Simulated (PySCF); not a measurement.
Gas-phase reaction: H2O + 2 Cl ⇌ HOCl + HCl

Computed with PySCF (xtb for GFN2) and rigid-rotor harmonic-oscillator thermochemistry at 1 bar. Table values come from the NASA 1993 polynomials. † marks an energy on the PBE0/def2-TZVP geometry and frequencies; other levels use their own. MP2 and CCSD(T) freeze the core. 6-31G* has spherical d functions here. Open shells (unrestricted): Cl (multiplicity 2, electronic degeneracy 6); the rest are closed-shell singlets. GFN2 has no spin-polarisation term. Spin-orbit splitting is ignored; it lowers the true energy and changes the entropy of Cl. B3LYP is the form with VWN-RPA correlation. MP2 isn't extrapolated to the basis-set limit; its ΔH°(298 K) is -128.4 kJ in def2-SVP and -172.4 kJ in def2-TZVPP. CCSD(T) isn't extrapolated to the basis-set limit; its ΔH°(298 K) is -122.1 kJ in def2-SVP and -157.4 kJ in def2-TZVPP. The harmonic model lacks anharmonicity and excited electronic states, which grow with temperature; levels with a mode under 35 cm⁻¹ are left out. The table's entry may be an old estimate for HOCl (not checked at source).

```json
[
 {"level": "table", "ΔH°(298 K), kJ": "-167.6", "minus table": "-", "ΔG°(1600 K), kJ": "-2.8"},
 {"level": "B3LYP/6-31G*", "ΔH°(298 K), kJ": "-160.2", "minus table": "7.4", "ΔG°(1600 K), kJ": "9.1"},
 {"level": "BLYP/def2-TZVP†", "ΔH°(298 K), kJ": "-178.2", "minus table": "-10.6", "ΔG°(1600 K), kJ": "-7.1"},
 {"level": "CCSD(T)/def2-SVP†", "ΔH°(298 K), kJ": "-122.1", "minus table": "45.5", "ΔG°(1600 K), kJ": "48.9"},
 {"level": "GFN2-xTB", "ΔH°(298 K), kJ": "-221.0", "minus table": "-53.4", "ΔG°(1600 K), kJ": "-51.6"},
 {"level": "HF/6-31G*", "ΔH°(298 K), kJ": "6.2", "minus table": "173.8", "ΔG°(1600 K), kJ": "178.3"},
 {"level": "HF/def2-TZVP†", "ΔH°(298 K), kJ": "-9.3", "minus table": "158.3", "ΔG°(1600 K), kJ": "161.8"},
 {"level": "MP2/def2-TZVPP†", "ΔH°(298 K), kJ": "-172.4", "minus table": "-4.8", "ΔG°(1600 K), kJ": "-1.3"},
 {"level": "PBE/def2-SVP", "ΔH°(298 K), kJ": "-204.6", "minus table": "-37.0", "ΔG°(1600 K), kJ": "-35.7"},
 {"level": "r2SCAN/def2-TZVP†", "ΔH°(298 K), kJ": "-184.8", "minus table": "-17.2", "ΔG°(1600 K), kJ": "-13.7"},
 {"level": "LDA/def2-TZVP†", "ΔH°(298 K), kJ": "-282.6", "minus table": "-115.0", "ΔG°(1600 K), kJ": "-111.5"}
]
```
